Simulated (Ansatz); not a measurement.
Geometry optimisation, RKS r2SCAN-D4/def2-mTZVP (Ansatz 0.2.0).

input.yaml

```yaml
crystal:
  periodic: [false, false, false]
  atoms:
    - { symbol: Al, position_ang: [-0.052033, -0.228821, 0.085121] }
    - { symbol: O, position_ang: [-0.028108, -0.322993, 1.832048] }
    - { symbol: H, position_ang: [-0.859743, -0.428155, 2.306606] }
    - { symbol: H, position_ang: [1.360659, -0.206303, -0.613633] }
    - { symbol: H, position_ang: [-1.441541, -0.201683, -0.676877] }
    - { symbol: H, position_ang: [0.13997, 2.402208, 0.898414] }
    - { symbol: H, position_ang: [0.119297, 1.833047, 1.32422] }
basis:
  gaussian: { orbitals: def2-mTZVP }
hamiltonian:
  xc: r2scan
  dispersion: d4
relax:
  f_tol: 0.03
  max_steps: 50
output:
  orbitals: {}
```

Run as:

```bash
$ ansatz run input.yaml --threads 1 --pin off --max-ram 2048MiB --backend cpu --events-out ev --progress --plain --runs-dir out
```

Where does it end, and by what steps?

The forces met the threshold. The force dipped under the threshold on the way, but the program's further checks kept it going. After 13 steps the energy has fallen by 0.124 eV; H7 moved furthest, 0.45 Å.

```tsv
step	energy less start (eV)	largest force component (eV/Å)	accepted
0	0.0000	1.254	yes
1	-0.0805	0.712	yes
2	-0.0984	0.680	yes
3	-0.1035	0.628	yes
4	-0.0925	0.986	no
5	-0.1155	0.353	yes
6	-0.1223	0.039	yes
7	-0.1237	0.040	yes
8	-0.1223	0.303	no
9	-0.1242	0.008	yes
10	-0.1241	0.104	no
11	-0.1243	0.049	yes
12	-0.1242	0.102	no
13	-0.1245	0.007	yes
```

```xyz
7
Properties=species:S:1:pos:R:3
Al -0.054 -0.249 0.197
O -0.072 -0.728 1.835
H -0.895 -0.804 2.328
H 1.372 -0.195 -0.477
H -1.416 0.046 -0.562
H 0.063 2.521 0.581
H 0.241 2.258 1.255
```

Time of the run: 27 s on 1 thread of AMD EPYC 7R43 64-Core Processor (Zen 3), on a shared host, peak memory 0.14 GiB.
